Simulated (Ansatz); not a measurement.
A relaxation, step by step

SiH5O, doublet, PBE0-D4/def2-TZVP (Ansatz 0.2.0). Settings:

```yaml
hamiltonian: {xc: pbe0, dispersion: d4}
relax: {f_tol: 0.005, max_steps: 200}
```

Start, a step off a saddle point along its unstable mode:

```json
{"atom": "H1", "x (Å)": "-0.8627", "y (Å)": "-0.7897", "z (Å)": "0.9976"}
{"atom": "Si2", "x (Å)": "0.2080", "y (Å)": "0.2463", "z (Å)": "0.1848"}
{"atom": "O3", "x (Å)": "0.0098", "y (Å)": "-0.1077", "z (Å)": "-1.4138"}
{"atom": "H4", "x (Å)": "-1.3916", "y (Å)": "-1.3650", "z (Å)": "1.2257"}
{"atom": "H5", "x (Å)": "-0.1334", "y (Å)": "1.6733", "z (Å)": "0.4781"}
{"atom": "H6", "x (Å)": "1.6221", "y (Å)": "-0.0078", "z (Å)": "0.6010"}
{"atom": "H7", "x (Å)": "0.5478", "y (Å)": "0.3505", "z (Å)": "-2.0733"}
```

```csv
step,energy less the last (meV),largest force component (eV/Å)
1,653.8,1.145
5,237.1,0.723
9,80.3,0.287
13 (rejected trial),66.7,0.656
17,4.9,0.223
21,1.4,0.019
25,1.2,0.030
29,1.0,0.012
33,0.9,0.013
37,0.8,0.001
41,0.6,0.035
45,0.5,0.003
49,0.5,0.012
53,0.4,0.007
57,0.3,0.018
61,0.2,0.038
65 (rejected trial),0.1,0.030
69,0.0,0.004
```

Step 5, positions (Å) and forces (eV/Å):

```csv
atom,x,y,z,Fx,Fy,Fz
H1,-1.091,-1.045,1.091,-0.700,-0.723,0.303
Si2,0.357,0.404,0.167,0.162,0.162,-0.118
O3,0.028,-0.068,-1.379,0.023,0.036,0.064
H4,-1.628,-1.603,1.291,0.492,0.510,-0.195
H5,0.027,1.842,0.396,0.013,0.015,-0.028
H6,1.782,0.150,0.537,0.017,0.013,-0.029
H7,0.526,0.320,-2.102,-0.007,-0.013,0.003
```

Step 17, positions (Å) and forces (eV/Å):

```json
{"atom": "H1", "x": "-1.589", "y": "-1.543", "z": "1.411", "Fx": "-0.007", "Fy": "-0.013", "Fz": "0.003"}
{"atom": "Si2", "x": "0.609", "y": "0.596", "z": "-0.016", "Fx": "0.036", "Fy": "0.223", "Fz": "0.022"}
{"atom": "O3", "x": "0.265", "y": "0.605", "z": "-1.633", "Fx": "-0.054", "Fy": "0.070", "Fz": "0.139"}
{"atom": "H4", "x": "-2.116", "y": "-2.014", "z": "1.654", "Fx": "0.006", "Fy": "0.010", "Fz": "-0.002"}
{"atom": "H5", "x": "0.074", "y": "1.882", "z": "0.523", "Fx": "-0.042", "Fy": "-0.107", "Fz": "-0.039"}
{"atom": "H6", "x": "2.087", "y": "0.557", "z": "0.218", "Fx": "0.011", "Fy": "-0.079", "Fz": "-0.001"}
{"atom": "H7", "x": "0.670", "y": "-0.085", "z": "-2.157", "Fx": "0.050", "Fy": "-0.105", "Fz": "-0.122"}
```

Step 53, positions (Å) and forces (eV/Å):

| atom | x | y | z | Fx | Fy | Fz |
| --- | --- | --- | --- | --- | --- | --- |
| H1 | -1.582 | -1.587 | 1.485 | -0.002 | -0.003 | 0.003 |
| Si2 | 0.381 | 0.632 | -0.166 | 0.004 | 0.004 | -0.005 |
| O3 | 0.537 | 0.853 | -1.795 | 0.001 | -0.007 | 0.007 |
| H4 | -1.911 | -2.061 | 1.961 | 0.002 | 0.003 | -0.003 |
| H5 | 0.084 | 1.976 | 0.396 | 0.000 | -0.001 | 0.000 |
| H6 | 1.638 | 0.078 | 0.430 | -0.003 | 0.000 | -0.001 |
| H7 | 0.853 | 0.110 | -2.311 | -0.001 | 0.004 | -0.001 |

Last step (69):

```json
{"atom": "H1", "x (Å)": "-1.5352", "y (Å)": "-1.5569", "z (Å)": "1.4637"}
{"atom": "Si2", "x (Å)": "0.2582", "y (Å)": "0.6708", "z (Å)": "-0.2152"}
{"atom": "O3", "x (Å)": "0.6518", "y (Å)": "0.9006", "z (Å)": "-1.8028"}
{"atom": "H4", "x (Å)": "-1.7191", "y (Å)": "-2.0470", "z (Å)": "1.9973"}
{"atom": "H5", "x (Å)": "0.1434", "y (Å)": "2.0321", "z (Å)": "0.3725"}
{"atom": "H6", "x (Å)": "1.3082", "y (Å)": "-0.1242", "z (Å)": "0.4962"}
{"atom": "H7", "x (Å)": "0.8927", "y (Å)": "0.1247", "z (Å)": "-2.3116"}
```

Hardware: 2 CPU threads of an Arm Neoverse V2, shared host. Wall time about 91 s.
